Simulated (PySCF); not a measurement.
Reproducing measurements on cis-2-pentene

**The experiment to reproduce.**

NIST CCCBDB Release 22 (SRD 101), experimental polarizabilities lists, for the gas: mean polarisability 9.839 Å³.

The runs below try to reproduce these values; the comparison stands at the end.

Species: cis-2-pentene, C5H10.
Numbering: `[CH3:1]/[CH:2]=[CH:3]/[CH2:4][CH3:5]` (hydrogens: H6, H7, H8 on C1; H9 on C2; H10 on C3; H11, H12 on C4; H13, H14, H15 on C5)

Cartesian coordinates in Å at the PBE0-D3(BJ)/def2-SVP level; atoms count from 1:
```xyz
15
C5H10 angstrom
C      2.5448   -0.3032    0.2415
C      1.1930   -0.2736   -0.3910
C      0.0302   -0.3644    0.2612
C     -1.3255   -0.3206   -0.3706
C     -2.1666    0.8622    0.1017
H      3.1481   -1.1436   -0.1417
H      3.1129    0.6153    0.0161
H      2.4790   -0.4029    1.3352
H      1.1676   -0.1714   -1.4848
H      0.0500   -0.4631    1.3562
H     -1.8642   -1.2573   -0.1374
H     -1.2184   -0.2929   -1.4678
H     -3.1671    0.8525   -0.3576
H     -2.3017    0.8452    1.1951
H     -1.6827    1.8170   -0.1556
```

Runs made with PySCF (gas phase, on this PBE0-D3(BJ)/def2-SVP geometry; no spin–orbit coupling):

| level | job | basis functions | wall time |
| --- | --- | --- | --- |
| B3LYP/def2-SVPD | 10 singlets by full TDDFT, 4 Tamm–Dancoff triplets, polarisability, ΔSCF ions | 180 | 59 s |
| BHandHLYP/def2-SVPD | 10 singlets by full TDDFT, 4 Tamm–Dancoff triplets, polarisability, ΔSCF ions | 180 | 55 s |
| CAM-B3LYP/def2-SVPD | 10 singlets by full TDDFT, 4 Tamm–Dancoff triplets, polarisability, ΔSCF ions | 180 | 70 s |
| HF/def2-SVPD | 10 singlets by TDHF, 4 Tamm–Dancoff triplets, polarisability, ΔSCF ions | 180 | 16 s |
| LC-wPBE/def2-SVPD | 10 singlets by full TDDFT, 4 Tamm–Dancoff triplets, polarisability, ΔSCF ions | 180 | 86 s |
| LDA/def2-SVPD | 10 singlets by full TDDFT, 4 Tamm–Dancoff triplets, polarisability, ΔSCF ions | 180 | 44 s |
| PBE/def2-SVPD | 10 singlets by full TDDFT, 4 Tamm–Dancoff triplets, polarisability, ΔSCF ions | 180 | 72 s |
| PBE0/6-31G* | 10 singlets by full TDDFT, 4 Tamm–Dancoff triplets, polarisability | 90 | 15 s |
| PBE0/def2-SVP | 10 singlets by full TDDFT, 4 Tamm–Dancoff triplets, polarisability | 120 | 21 s |
| PBE0/def2-SVPD | 10 singlets by full TDDFT, 4 Tamm–Dancoff triplets, polarisability, ΔSCF ions | 180 | 58 s |
| PBE0/def2-TZVP | 10 singlets by full TDDFT, 4 Tamm–Dancoff triplets, polarisability | 215 | 47 s |
| wB97X-D/def2-SVPD | 10 singlets by full TDDFT, 4 Tamm–Dancoff triplets, polarisability, ΔSCF ions | 180 | 69 s |

Hardware: one thread, Arm Neoverse N1, on a shared host.

All basis functions are spherical.

Results beside the measurements:

**Mean polarisability.** Measured: 9.839 Å³ (NIST CCCBDB Release 22 (SRD 101), experimental polarizabilities).

| level | computed (Å³) | computed − measured (Å³) | % (from the printed values) |
| --- | --- | --- | --- |
| B3LYP/def2-SVPD | 9.817 | -0.022 | 0 |
| BHandHLYP/def2-SVPD | 9.520 | -0.319 | -3 |
| CAM-B3LYP/def2-SVPD | 9.659 | -0.180 | -2 |
| HF/def2-SVPD | 9.289 | -0.550 | -6 |
| LC-wPBE/def2-SVPD | 9.383 | -0.456 | -5 |
| LDA/def2-SVPD | 10.216 | +0.377 | +4 |
| PBE/def2-SVPD | 10.059 | +0.220 | +2 |
| PBE0/6-31G* | 8.136 | -1.703 | -17 |
| PBE0/def2-SVP | 8.520 | -1.319 | -13 |
| PBE0/def2-SVPD | 9.716 | -0.123 | -1 |
| PBE0/def2-TZVP | 9.511 | -0.328 | -3 |
| wB97X-D/def2-SVPD | 9.657 | -0.182 | -2 |

Closest is B3LYP/def2-SVPD (-0.022 Å³), furthest PBE0/6-31G* (-1.703 Å³); one molecule doesn't rank methods. The computed values are static and purely electronic, with core orbitals frozen in the response (1 au = 0.148185 Å³). The table of measured values doesn't say here whether a value is static or optical, or holds a vibrational part. The measurement averages over conformers, the calculation has one.

No measured geometry was used, and the causes of the misses weren't examined.
